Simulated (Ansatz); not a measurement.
Geometry optimisation, Ansatz, UKS PBE-D4/6-31G*.

Input:

```yaml
crystal:
  periodic: [false, false, false]
  atoms:
    - { symbol: H, position_ang: [-1.191965, 0.708835, -1.22491] }
    - { symbol: C, position_ang: [0.218196, 0.665067, 0.673095] }
    - { symbol: C, position_ang: [1.339206, -0.222276, 0.321413] }
    - { symbol: C, position_ang: [0.164691, -0.71431, 1.185333] }
    - { symbol: C, position_ang: [-1.780727, 0.535888, -2.112407] }
    - { symbol: "N", position_ang: [-2.436532, 0.386955, -3.069444] }
    - { symbol: H, position_ang: [0.151868, 1.647404, 1.142128] }
    - { symbol: H, position_ang: [2.314102, -0.059897, 0.799609] }
    - { symbol: H, position_ang: [1.41788, -0.620687, -0.702069] }
    - { symbol: H, position_ang: [-0.53052, -1.437423, 0.731326] }
    - { symbol: H, position_ang: [0.3338, -0.889556, 2.255925] }
magnetization:
  spin_polarized: true
  initial_magnetization: 1
basis:
  gaussian: { orbitals: "6-31G*" }
hamiltonian:
  xc: pbe
  dispersion: d4
relax:
  f_tol: 0.03
  max_steps: 50
output:
  orbitals: {}
```

Launched with:

```bash
$ ansatz run input.yaml --threads 2 --pin off --max-ram 3072MiB --backend cpu --events-out ev --progress --plain --runs-dir out
```

Task: Where does it end, and by what steps?

Result: It converged. After 5 steps the energy has fallen by 0.019 eV; H1 moved furthest, 0.15 Å.

```
step  energy less start (eV)  largest force component (eV/Å)  accepted
   0                  0.0000                           0.343       yes
   1                 -0.0111                           0.297       yes
   2                 -0.0161                           0.084       yes
   3                 -0.0172                           0.083       yes
   4                 -0.0152                           0.213        no
   5                 -0.0188                           0.022       yes
```

```xyz
11
Properties=species:S:1:pos:R:3
H -1.100 0.687 -1.104
C 0.174 0.669 0.614
C 1.308 -0.211 0.281
C 0.130 -0.704 1.147
C -1.702 0.528 -2.006
N -2.345 0.357 -2.969
H 0.135 1.639 1.114
H 2.285 -0.017 0.742
H 1.380 -0.644 -0.726
H -0.534 -1.445 0.681
H 0.268 -0.861 2.225
```

Whether the end is a true minimum wasn't checked by a vibrational analysis.

The run took 15 s on 2 threads of Arm Neoverse V1, with other jobs on the host, peak memory 0.14 GiB.
